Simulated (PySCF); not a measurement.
C2H4ClF: core ionisation energies

Species: C2H4ClF.
Numbering: `[F:1][CH2:2][CH2:3][Cl:4]`

Structure used (PBE0-D3(BJ)/def2-SVP), in Å, numbered top down from 1:
```xyz
8
C2H4ClF angstrom
F     -1.1549   -1.2384    0.6333
C     -0.7452   -0.0240    0.1499
C      0.7383   -0.0909   -0.1355
Cl     1.3070    1.4851   -0.7338
H     -1.3036    0.2103   -0.7717
H     -0.9562    0.7600    0.8962
H      0.9558   -0.8495   -0.8997
H      1.2970   -0.3384    0.7776
```

Method: delta-SCF UKS SCAN, pcX-2 on the ionised atom, pcseg-1 elsewhere, spin-free X2C (PySCF 2.14.0). These are vertical core ionisation energies against the vacuum level, from separate self-consistent calculations with and without the core hole.

Task: What binding energy does each computed site have?

Result: 
```json
{"atom(s)": "F1", "environment": "alkyl fluorine", "level": "F 1s", "binding energy (eV)": "692.99", "2p1/2 (eV)": "–", "above the level's lowest (eV)": "0.00", "count": "1"}
{"atom(s)": "C2", "environment": "sp3 C–F carbon", "level": "C 1s", "binding energy (eV)": "293.72", "2p1/2 (eV)": "–", "above the level's lowest (eV)": "+0.92", "count": "1"}
{"atom(s)": "C3", "environment": "sp3 C–Cl carbon", "level": "C 1s", "binding energy (eV)": "292.80", "2p1/2 (eV)": "–", "above the level's lowest (eV)": "0.00", "count": "1"}
{"atom(s)": "Cl4", "environment": "alkyl chlorine", "level": "Cl 2p3/2", "binding energy (eV)": "206.49", "2p1/2 (eV)": "208.14", "above the level's lowest (eV)": "0.00", "count": "1"}
{"atom(s)": "Cl4", "environment": "alkyl chlorine", "level": "Cl 1s", "binding energy (eV)": "2829.09", "2p1/2 (eV)": "–", "above the level's lowest (eV)": "0.00", "count": "1"}
```

Lowest listed C 1s: C3, bonded to Cl, C and 2 H. Highest, 0.92 eV above it: C2, bonded to F, C and 2 H. Summing the Pauling electronegativity differences to the bonded atoms, each weighted by its formal bond order, gives -0.09 for the lowest site and +0.73 for the highest.

Task: Which photon energy gives electrons from F 1s of F1 a kinetic energy of 100 eV, and what is their de Broglie wavelength?

Result: hν = 692.99 + 100 = 792.99 eV, recoil neglected; λ = 12.264 Å/√(E/eV) = 1.23 Å.

For 2p shells one spin-free hole was relaxed; a mean-field spin–orbit operator and the ground-state splitting of the three 2p orbitals were then diagonalised within the shell. The shell's mean is (2 × 2p3/2 + 2p1/2)/3, and the degeneracies 2j + 1 give areas of 2:1. 2p1/2 minus 2p3/2 (ligand field included): Cl 1.65 eV. The structure is a single PBE0-D3(BJ)/def2-SVP conformer in the gas phase; no vibrational or solvent corrections.
